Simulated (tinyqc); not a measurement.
Worked calculation: UKS/BP86 in the sto-6g basis, for NH, spin multiplicity 3. Computed by tinyqc, a small Python program that keeps every step (integrals from PySCF). Settings: charge = 0, multiplicity = 3, basis = sto-6g, energy threshold = 1e-09, iteration cap = 81, orthogonalisation = symmetric, start = core, DIIS depth = 0, method = UKS, functional = b88,p86, grid = [40, 86]. Command: `OMP_NUM_THREADS=1 python tinyqc.py 31190 31191 out.jsonl` (the two numbers bound the seeds that draw the settings). One thread of a shared host (Intel(R) Xeon(R) Processor @ 2.60GHz), about 3 s of CPU time with the checks. Later iterations appear only in the table of the cycle.

## One-electron integrals

Geometry (angstrom):

| atom | x | y | z |
|---|---|---|---|
| N | 0.00000 | 0.00000 | 0.00000 |
| H | 0.00000 | 0.00000 | 1.77700 |

Basis sto-6g: exponents (1/bohr^2) and contraction coefficients of normalised primitives:

| element | l (shell) | exponent | coefficient |
|---|---|---|---|
| N | s (1) | 1027.82846 | 0.00916 |
| N | s (1) | 188.45122 | 0.04936 |
| N | s (1) | 52.72186 | 0.16854 |
| N | s (1) | 18.11138 | 0.37056 |
| N | s (1) | 7.03318 | 0.41649 |
| N | s (1) | 2.89665 | 0.13033 |
| N | s (2) | 39.19881 | -0.01325 |
| N | s (2) | 7.75847 | -0.04699 |
| N | s (2) | 2.41133 | -0.03379 |
| N | s (2) | 0.92772 | 0.25024 |
| N | s (2) | 0.40291 | 0.59512 |
| N | s (2) | 0.18468 | 0.24071 |
| N | p (3) | 39.19881 | 0.00376 |
| N | p (3) | 7.75847 | 0.03768 |
| N | p (3) | 2.41133 | 0.17390 |
| N | p (3) | 0.92772 | 0.41804 |
| N | p (3) | 0.40291 | 0.42586 |
| N | p (3) | 0.18468 | 0.10171 |
| H | s (1) | 35.52322 | 0.00916 |
| H | s (1) | 6.51314 | 0.04936 |
| H | s (1) | 1.82214 | 0.16854 |
| H | s (1) | 0.62596 | 0.37056 |
| H | s (1) | 0.24308 | 0.41649 |
| H | s (1) | 0.10011 | 0.13033 |

Overlap, kinetic and nuclear-attraction integrals over the contracted functions; the nuclear repulsion is the sum of Za Zb / Rab.

nuclear repulsion = 2.0845473 hartree

overlap S, lower triangle:
```
          1N 1s    1N 2s   1N 2px   1N 2py   1N 2pz    2H 1s
1N 1s   1.00000
1N 2s   0.22942  1.00000
1N 2px  0.00000  0.00000  1.00000
1N 2py  0.00000  0.00000  0.00000  1.00000
1N 2pz  0.00000  0.00000  0.00000  0.00000  1.00000
2H 1s   0.01031  0.15541  0.00000  0.00000  0.17041  1.00000
```

kinetic energy T (hartree), lower triangle:
```
           1N 1s     1N 2s   1N 2px   1N 2py   1N 2pz    2H 1s
1N 1s   22.23641
1N 2s   -0.67875   0.63290
1N 2px   0.00000   0.00000  1.90129
1N 2py   0.00000   0.00000  0.00000  1.90129
1N 2pz   0.00000   0.00000  0.00000  0.00000  1.90129
2H 1s   -0.00391  -0.01320  0.00000  0.00000  0.01333  0.76852
```

nuclear attraction V (hartree), lower triangle:
```
            1N 1s     1N 2s    1N 2px    1N 2py    1N 2pz     2H 1s
1N 1s   -46.97127
1N 2s    -4.71537  -7.12296
1N 2px    0.00000   0.00000  -7.11233
1N 2py    0.00000   0.00000   0.00000  -7.11233
1N 2pz   -0.00544  -0.06548   0.00000   0.00000  -7.14331
2H 1s    -0.24032  -0.73934   0.00000   0.00000  -0.72186  -3.32151
```

core Hamiltonian H = T + V (hartree), lower triangle:
```
            1N 1s     1N 2s    1N 2px    1N 2py    1N 2pz     2H 1s
1N 1s   -24.73486
1N 2s    -5.39412  -6.49006
1N 2px    0.00000   0.00000  -5.21104
1N 2py    0.00000   0.00000   0.00000  -5.21104
1N 2pz   -0.00544  -0.06548   0.00000   0.00000  -5.24201
2H 1s    -0.24423  -0.75254   0.00000   0.00000  -0.70853  -2.55299
```

## Two-electron integrals

Functions are numbered as in S; the eight-fold symmetry (ij|kl) = (ji|kl) = (kl|ij) leaves the list below.

Two-electron integrals (ij|kl) in chemists' order, unique and non-zero (hartree):
```
(11|11) 4.16874   (21|11) 0.58365   (21|21) 0.10411   (22|11) 0.96849
(22|21) 0.21445   (22|22) 0.70840   (31|31) 0.02207   (32|31) 0.03361
(32|32) 0.15658   (33|11) 0.96849   (33|21) 0.21445   (33|22) 0.70840
(33|33) 0.76324   (41|41) 0.02207   (42|41) 0.03361   (42|42) 0.15658
(43|43) 0.04113   (44|11) 0.96849   (44|21) 0.21445   (44|22) 0.70840
(44|33) 0.68098   (44|44) 0.76324   (51|51) 0.02207   (52|51) 0.03361
(52|52) 0.15658   (53|53) 0.04113   (54|54) 0.04113   (55|11) 0.96849
(55|21) 0.21445   (55|22) 0.70840   (55|33) 0.68098   (55|44) 0.68098
(55|55) 0.76324   (61|11) 0.02769   (61|21) 0.00475   (61|22) 0.00962
(61|33) 0.00959   (61|44) 0.00959   (61|51) 0.00027   (61|52) 0.00053
(61|55) 0.00967   (61|61) 0.00022   (62|11) 0.09303   (62|21) 0.02101
(62|22) 0.08018   (62|33) 0.07847   (62|44) 0.07847   (62|51) 0.00186
(62|52) 0.01536   (62|55) 0.08361   (62|61) 0.00098   (62|62) 0.01371
(63|31) 0.00190   (63|32) 0.01168   (63|53) 0.00285   (63|63) 0.00146
(64|41) 0.00190   (64|42) 0.01168   (64|54) 0.00285   (64|64) 0.00146
(65|11) 0.08645   (65|21) 0.01973   (65|22) 0.07961   (65|33) 0.07628
(65|44) 0.07628   (65|51) 0.00330   (65|52) 0.02497   (65|55) 0.08627
(65|61) 0.00095   (65|62) 0.01623   (65|65) 0.02033   (66|11) 0.29740
(66|21) 0.06821   (66|22) 0.29592   (66|33) 0.28670   (66|44) 0.28670
(66|51) 0.00537   (66|52) 0.06295   (66|55) 0.31436   (66|61) 0.00317
(66|62) 0.07425   (66|65) 0.09701   (66|66) 0.77500
```

## Orthogonalisation

S = U s U^T; symmetric (Loewdin) form X = U s^(-1/2) U^T, so that X^T S X = 1.

eigenvalues of S: 0.70751  0.86338  1.00000  1.00000  1.12631  1.30280

X, lower triangle:
```
           1N 1s     1N 2s   1N 2px   1N 2py    1N 2pz    2H 1s
1N 1s    1.02071
1N 2s   -0.11992   1.03048
1N 2px   0.00000   0.00000  1.00000
1N 2py   0.00000   0.00000  0.00000  1.00000
1N 2pz  -0.00136   0.01062  0.00000  0.00000   1.01134
2H 1s    0.00896  -0.08225  0.00000  0.00000  -0.08819  1.02094
```

## Starting guess

The start is the orbitals of the core Hamiltonian; D(s) = C_occ C_occ^T for each spin.

D(alpha) at the start, lower triangle:
```
           1N 1s     1N 2s   1N 2px   1N 2py    1N 2pz    2H 1s
1N 1s    1.05613
1N 2s   -0.24528   1.07146
1N 2px   0.00000   0.00000  1.00000
1N 2py   0.00000   0.00000  0.00000  1.00000
1N 2pz  -0.00344   0.01794  0.00000  0.00000   1.02003
2H 1s    0.01456  -0.06012  0.00000  0.00000  -0.07441  0.00866
```

D(beta) at the start, lower triangle:
```
           1N 1s     1N 2s   1N 2px   1N 2py    1N 2pz    2H 1s
1N 1s    1.05613
1N 2s   -0.24528   1.07146
1N 2px   0.00000   0.00000  0.00000
1N 2py   0.00000   0.00000  0.00000  0.00000
1N 2pz  -0.00344   0.01794  0.00000  0.00000   1.02003
2H 1s    0.01456  -0.06012  0.00000  0.00000  -0.07441  0.00866
```

## Iteration 1: exchange-correlation on the grid

Becke grid with 40 radial and 86 angular points per atom, points of zero weight dropped. rho = sum D_ij phi_i phi_j; V_xc,ij = sum w v_xc phi_i phi_j plus the gradient terms; v_xc is d(rho eps)/d rho(s) for spin s at fixed gradient.

The 8 grid points with the largest w rho, of 6861 (bohr, atomic units):

| x | y | z | w | rho(alpha) | rho(beta) | eps_xc | v_xc(alpha) |
|---|---|---|---|---|---|---|---|
| 0.00000 | 0.00000 | -1.12939 | 0.03061 | 0.18919 | 0.18919 | -0.60876 | -0.76663 |
| 0.00000 | 0.00000 | -1.30367 | 0.04521 | 0.12794 | 0.12794 | -0.54491 | -0.67170 |
| 0.00000 | 0.00000 | 1.12939 | 0.03004 | 0.19089 | 0.19089 | -0.61094 | -0.76816 |
| 0.00000 | 0.42267 | -1.04732 | 0.03132 | 0.18900 | 0.16943 | -0.59975 | -0.76385 |
| -0.42267 | 0.00000 | -1.04732 | 0.03132 | 0.18900 | 0.16943 | -0.59975 | -0.76385 |
| 0.42267 | 0.00000 | -1.04732 | 0.03132 | 0.18900 | 0.16943 | -0.59975 | -0.76385 |
| 0.00000 | -0.42267 | -1.04732 | 0.03132 | 0.18900 | 0.16943 | -0.59975 | -0.76385 |
| 0.00000 | 0.48789 | -1.20893 | 0.04626 | 0.12781 | 0.11460 | -0.53701 | -0.66913 |

electrons on the grid, sum of w rho = 8.00001

E_xc = sum of w rho eps_xc = -7.5599877 hartree

V_xc(alpha) (hartree), lower triangle:
```
           1N 1s     1N 2s    1N 2px    1N 2py    1N 2pz     2H 1s
1N 1s   -2.73016
1N 2s   -0.33235  -0.72204
1N 2px   0.00000   0.00000  -0.72096
1N 2py   0.00000   0.00000   0.00000  -0.72096
1N 2pz  -0.00021  -0.00024   0.00000   0.00000  -0.72410
2H 1s   -0.01639  -0.06436   0.00000   0.00000  -0.05690  -0.13670
```

V_xc(beta) (hartree), lower triangle:
```
           1N 1s     1N 2s    1N 2px    1N 2py    1N 2pz     2H 1s
1N 1s   -2.70443
1N 2s   -0.31047  -0.60745
1N 2px   0.00000   0.00000  -0.57057
1N 2py   0.00000   0.00000   0.00000  -0.57057
1N 2pz  -0.00025  -0.00049   0.00000   0.00000  -0.68120
2H 1s   -0.01554  -0.05764   0.00000   0.00000  -0.05459  -0.14000
```

## Iteration 1: building the Kohn-Sham matrix

J_ij = sum D_kl (ij|kl) with D = D(alpha) + D(beta); F = H + J + V_xc; E = tr D H + tr D J / 2 + E_xc + E_nn.

Coulomb J (hartree), lower triangle:
```
           1N 1s    1N 2s   1N 2px   1N 2py   1N 2pz    2H 1s
1N 1s   14.17968
1N 2s    2.44715  6.17803
1N 2px   0.00000  0.00000  6.15075
1N 2py   0.00000  0.00000  0.00000  6.15075
1N 2pz   0.00079  0.00077  0.00000  0.00000  6.23258
2H 1s    0.11294  0.66950  0.00000  0.00000  0.65591  2.38144
```

F(alpha) (hartree), lower triangle:
```
            1N 1s     1N 2s   1N 2px   1N 2py    1N 2pz     2H 1s
1N 1s   -13.28534
1N 2s    -3.27932  -1.03408
1N 2px    0.00000   0.00000  0.21875
1N 2py    0.00000   0.00000  0.00000  0.21875
1N 2pz   -0.00486  -0.06495  0.00000  0.00000   0.26647
2H 1s    -0.14768  -0.14740  0.00000  0.00000  -0.10951  -0.30825
```

F(beta) (hartree), lower triangle:
```
            1N 1s     1N 2s   1N 2px   1N 2py    1N 2pz     2H 1s
1N 1s   -13.25962
1N 2s    -3.25744  -0.91949
1N 2px    0.00000   0.00000  0.36914
1N 2py    0.00000   0.00000  0.00000  0.36914
1N 2pz   -0.00490  -0.06520  0.00000  0.00000   0.30937
2H 1s    -0.14683  -0.14068  0.00000  0.00000  -0.10721  -0.31155
```

total energy of this density = -54.3761031 hartree

## Iteration 1: diagonalisation and new density

Diagonalise F' = X^T F X, C = X C', fill 5 alpha and 3 beta electrons from the bottom; D(s) = C_occ C_occ^T. Each column has its largest component positive (the first on a tie).

F' = X^T F X (alpha) (hartree), lower triangle:
```
           1         2        3        4         5         6
1  -13.05581
2   -1.73239  -0.45984
3    0.00000   0.00000  0.21875
4    0.00000   0.00000  0.00000  0.21875
5   -0.00291  -0.05004  0.00000  0.00000   0.28850
6    0.00861  -0.06902  0.00000  0.00000  -0.10648  -0.28161
```

orbital energies (alpha) (hartree): MO1 -13.28974, MO2 -0.34974, MO3 -0.17949, MO4 0.21875, MO5 0.21875, MO6 0.31021

coefficients C (alpha):
```
             MO1       MO2       MO3      MO4       MO5       MO6
1N 1s    0.99548  -0.12965  -0.21983  0.00000   0.00000   0.01393
1N 2s    0.01906   0.48882   0.91742  0.00000   0.00000  -0.04656
1N 2px   0.00000   0.00000   0.00000  0.98513  -0.17183   0.00000
1N 2py   0.00000   0.00000   0.00000  0.17183   0.98513   0.00000
1N 2pz   0.00079   0.11393   0.02218  0.00000   0.00000   1.00857
2H 1s   -0.00213   0.78299  -0.61612  0.00000   0.00000  -0.25347
```

F' = X^T F X (beta) (hartree), lower triangle:
```
           1         2        3        4         5         6
1  -13.03272
2   -1.72631  -0.34434
3    0.00000   0.00000  0.36914
4    0.00000   0.00000  0.00000  0.36914
5   -0.00291  -0.04947  0.00000  0.00000   0.33194
6    0.00813  -0.07102  0.00000  0.00000  -0.10757  -0.28550
```

orbital energies (beta) (hartree): MO1 -13.26340, MO2 -0.33221, MO3 -0.08800, MO4 0.35299, MO5 0.36914, MO6 0.36914

coefficients C (beta):
```
             MO1       MO2       MO3       MO4       MO5      MO6
1N 1s    0.99583  -0.07881  -0.24113   0.01655   0.00000  0.00000
1N 2s    0.01762   0.27955   1.00065  -0.05813   0.00000  0.00000
1N 2px   0.00000   0.00000   0.00000   0.00000  -0.01472  0.99989
1N 2py   0.00000   0.00000   0.00000   0.00000   0.99989  0.01472
1N 2pz   0.00076   0.09875   0.06007   1.00863   0.00000  0.00000
2H 1s   -0.00196   0.89947  -0.43586  -0.24067   0.00000  0.00000
```

D(alpha) after iteration 1, lower triangle:
```
           1N 1s     1N 2s   1N 2px   1N 2py   1N 2pz    2H 1s
1N 1s    1.05612
1N 2s   -0.24608   1.08097
1N 2px   0.00000   0.00000  1.00000
1N 2py   0.00000   0.00000  0.00000  1.00000
1N 2pz  -0.01886   0.07605  0.00000  0.00000  0.01347
2H 1s    0.03180  -0.18255  0.00000  0.00000  0.07554  0.99269
```

D(beta) after iteration 1, lower triangle:
```
           1N 1s     1N 2s   1N 2px   1N 2py   1N 2pz    2H 1s
1N 1s    1.05604
1N 2s   -0.24577   1.07976
1N 2px   0.00000   0.00000  0.00000
1N 2py   0.00000   0.00000  0.00000  0.00000
1N 2pz  -0.02151   0.08773  0.00000  0.00000  0.01336
2H 1s    0.03226  -0.18474  0.00000  0.00000  0.06264  0.99901
```

Within a degenerate level the vectors are fixed only up to a rotation; this is one choice.

## Iteration 2: exchange-correlation on the grid

As before.

The 8 grid points with the largest w rho, of 6861 (bohr, atomic units):

| x | y | z | w | rho(alpha) | rho(beta) | eps_xc | v_xc(alpha) |
|---|---|---|---|---|---|---|---|
| -0.78419 | 0.78419 | 0.21353 | 0.03149 | 0.18631 | 0.05183 | -0.55649 | -0.73903 |
| 0.78419 | 0.78419 | 0.21353 | 0.03149 | 0.18631 | 0.05183 | -0.55649 | -0.73903 |
| -0.78419 | -0.78419 | 0.21353 | 0.03149 | 0.18631 | 0.05183 | -0.55649 | -0.73903 |
| 0.78419 | -0.78419 | 0.21353 | 0.03149 | 0.18631 | 0.05183 | -0.55649 | -0.73903 |
| -0.90521 | 0.90521 | 0.24648 | 0.04650 | 0.12595 | 0.03519 | -0.49890 | -0.64590 |
| 0.90521 | 0.90521 | 0.24648 | 0.04650 | 0.12595 | 0.03519 | -0.49890 | -0.64590 |
| -0.90521 | -0.90521 | 0.24648 | 0.04650 | 0.12595 | 0.03519 | -0.49890 | -0.64590 |
| 0.90521 | -0.90521 | 0.24648 | 0.04650 | 0.12595 | 0.03519 | -0.49890 | -0.64590 |

electrons on the grid, sum of w rho = 8.00000

E_xc = sum of w rho eps_xc = -7.1080412 hartree

V_xc(alpha) (hartree), lower triangle:
```
           1N 1s     1N 2s    1N 2px    1N 2py    1N 2pz     2H 1s
1N 1s   -2.71595
1N 2s   -0.31824  -0.65267
1N 2px   0.00000   0.00000  -0.68426
1N 2py   0.00000   0.00000   0.00000  -0.68426
1N 2pz  -0.00193  -0.01824   0.00000   0.00000  -0.58941
2H 1s   -0.01576  -0.07337   0.00000   0.00000  -0.07520  -0.52408
```

V_xc(beta) (hartree), lower triangle:
```
           1N 1s     1N 2s    1N 2px    1N 2py    1N 2pz     2H 1s
1N 1s   -2.69131
1N 2s   -0.29759  -0.52870
1N 2px   0.00000   0.00000  -0.52830
1N 2py   0.00000   0.00000   0.00000  -0.52830
1N 2pz  -0.00257  -0.02546   0.00000   0.00000  -0.52951
2H 1s   -0.01497  -0.06588   0.00000   0.00000  -0.07235  -0.52399
```

## Iteration 2: building the Kohn-Sham matrix

As before.

Coulomb J (hartree), lower triangle:
```
           1N 1s    1N 2s   1N 2px   1N 2py   1N 2pz    2H 1s
1N 1s   12.83794
1N 2s    2.15485  5.35482
1N 2px   0.00000  0.00000  5.36348
1N 2py   0.00000  0.00000  0.00000  5.36348
1N 2pz   0.01950  0.16963  0.00000  0.00000  5.33751
2H 1s    0.10009  0.65555  0.00000  0.00000  0.68500  3.31872
```

F(alpha) (hartree), lower triangle:
```
            1N 1s     1N 2s    1N 2px    1N 2py    1N 2pz    2H 1s
1N 1s   -14.61287
1N 2s    -3.55751  -1.78791
1N 2px    0.00000   0.00000  -0.53182
1N 2py    0.00000   0.00000   0.00000  -0.53182
1N 2pz    0.01213   0.08591   0.00000   0.00000  -0.49390
2H 1s    -0.15990  -0.17036   0.00000   0.00000  -0.09873  0.24165
```

F(beta) (hartree), lower triangle:
```
            1N 1s     1N 2s    1N 2px    1N 2py    1N 2pz    2H 1s
1N 1s   -14.58823
1N 2s    -3.53686  -1.66393
1N 2px    0.00000   0.00000  -0.37586
1N 2py    0.00000   0.00000   0.00000  -0.37586
1N 2pz    0.01149   0.07869   0.00000   0.00000  -0.43401
2H 1s    -0.15911  -0.16287   0.00000   0.00000  -0.09588  0.24174
```

total energy of this density = -54.4168355 hartree

## Iteration 2: diagonalisation and new density

As before.

F' = X^T F X (alpha) (hartree), lower triangle:
```
           1         2         3         4         5        6
1  -14.38176
2   -1.77335  -1.20013
3    0.00000   0.00000  -0.53182
4    0.00000   0.00000   0.00000  -0.53182
5   -0.00238   0.09431   0.00000   0.00000  -0.48371
6    0.00777  -0.09075   0.00000   0.00000  -0.08926  0.28470
```

orbital energies (alpha) (hartree): MO1 -14.61617, MO2 -0.98759, MO3 -0.53182, MO4 -0.53182, MO5 -0.48018, MO6 0.30305

coefficients C (alpha):
```
             MO1       MO2       MO3      MO4       MO5       MO6
1N 1s    0.99620  -0.24780   0.00000  0.00000  -0.04086   0.02887
1N 2s    0.01613   1.01330   0.00000  0.00000   0.16932  -0.16560
1N 2px   0.00000   0.00000   0.99983  0.01857   0.00000   0.00000
1N 2py   0.00000   0.00000  -0.01857  0.99983   0.00000   0.00000
1N 2pz  -0.00069  -0.16931   0.00000  0.00000   0.97846  -0.21127
2H 1s   -0.00155  -0.00669   0.00000  0.00000   0.03660   1.02740
```

F' = X^T F X (beta) (hartree), lower triangle:
```
           1         2         3         4         5        6
1  -14.35937
2   -1.76958  -1.07464
3    0.00000   0.00000  -0.37586
4    0.00000   0.00000   0.00000  -0.37586
5   -0.00218   0.08789   0.00000   0.00000  -0.42311
6    0.00735  -0.09241   0.00000   0.00000  -0.09102  0.28421
```

orbital energies (beta) (hartree): MO1 -14.59105, MO2 -0.86517, MO3 -0.42169, MO4 -0.37586, MO5 -0.37586, MO6 0.30501

coefficients C (beta):
```
             MO1       MO2       MO3      MO4       MO5       MO6
1N 1s    0.99651  -0.24605  -0.04208  0.00000   0.00000   0.03121
1N 2s    0.01484   1.01078   0.17423  0.00000   0.00000  -0.17576
1N 2px   0.00000   0.00000   0.00000  0.70432   0.70988   0.00000
1N 2py   0.00000   0.00000   0.00000  0.70988  -0.70432   0.00000
1N 2pz  -0.00065  -0.17801   0.97415  0.00000   0.00000  -0.22367
2H 1s   -0.00142   0.00085   0.05102  0.00000   0.00000   1.02681
```

D(alpha) after iteration 2, lower triangle:
```
           1N 1s     1N 2s   1N 2px   1N 2py   1N 2pz    2H 1s
1N 1s    1.05548
1N 2s   -0.24195   1.05571
1N 2px   0.00000   0.00000  1.00000
1N 2py   0.00000   0.00000  0.00000  1.00000
1N 2pz   0.00128  -0.00589  0.00000  0.00000  0.98606
2H 1s   -0.00139  -0.00060  0.00000  0.00000  0.03695  0.00139
```

D(beta) after iteration 2, lower triangle:
```
           1N 1s     1N 2s   1N 2px   1N 2py   1N 2pz    2H 1s
1N 1s    1.05534
1N 2s   -0.24124   1.05225
1N 2px   0.00000   0.00000  0.00000
1N 2py   0.00000   0.00000  0.00000  0.00000
1N 2pz   0.00216  -0.01022  0.00000  0.00000  0.98067
2H 1s   -0.00377   0.00973  0.00000  0.00000  0.04955  0.00261
```

Within a degenerate level the vectors are fixed only up to a rotation; this is one choice.

## Convergence

Stop when the energy changes by less than 1e-09 hartree and every element of the error matrix X^T (F D S - S D F) X (for each spin) is below 9e-06.

Course of the cycle:

| iteration | E (hartree) | change | largest element of the error matrix |
|---|---|---|---|
| 1 | -54.3761031 | - | 1.15e-01 |
| 2 | -54.4168355 | -4.07e-02 | 2.06e-01 |
| 3 | -54.4598924 | -4.31e-02 | 1.80e-01 |
| 4 | -54.4236162 | 3.63e-02 | 2.12e-01 |
| 5 | -54.4603681 | -3.68e-02 | 1.80e-01 |
| 6 | -54.4234887 | 3.69e-02 | 2.12e-01 |
| 7 | -54.4603589 | -3.69e-02 | 1.80e-01 |
| 8 | -54.4234911 | 3.69e-02 | 2.12e-01 |
| 9 | -54.4603591 | -3.69e-02 | 1.80e-01 |
| 10 | -54.4234911 | 3.69e-02 | 2.12e-01 |
| 11 | -54.4603591 | -3.69e-02 | 1.80e-01 |
| 12 | -54.4234911 | 3.69e-02 | 2.12e-01 |
| 13 | -54.4603591 | -3.69e-02 | 1.80e-01 |
| 14 | -54.4234911 | 3.69e-02 | 2.12e-01 |
| ... | ... | ... | ... |
| 68 | -54.4234911 | 3.69e-02 | 2.12e-01 |
| 69 | -54.4603591 | -3.69e-02 | 1.80e-01 |
| 70 | -54.4234911 | 3.69e-02 | 2.12e-01 |
| 71 | -54.4603591 | -3.69e-02 | 1.80e-01 |
| 72 | -54.4234911 | 3.69e-02 | 2.12e-01 |
| 73 | -54.4603591 | -3.69e-02 | 1.80e-01 |
| 74 | -54.4234911 | 3.69e-02 | 2.12e-01 |
| 75 | -54.4603591 | -3.69e-02 | 1.80e-01 |
| 76 | -54.4234911 | 3.69e-02 | 2.12e-01 |
| 77 | -54.4603591 | -3.69e-02 | 1.80e-01 |
| 78 | -54.4234911 | 3.69e-02 | 2.12e-01 |
| 79 | -54.4603591 | -3.69e-02 | 1.80e-01 |
| 80 | -54.4234911 | 3.69e-02 | 2.12e-01 |
| 81 | -54.4603591 | -3.69e-02 | 1.80e-01 |

PySCF UKS in the same basis, fine grid, after a stability check = -54.9347628 hartree

Not converged within the cap of 81 iterations: the residual has stopped falling: the iteration swings between two states. Reruns (cap 100 unless said): DIIS 8: converged in 16; damping 0.5: not converged; level shift 0.5: converged in 68; atomic densities as start, DIIS 8: converged in 9; the original settings with a cap of 400: not converged.
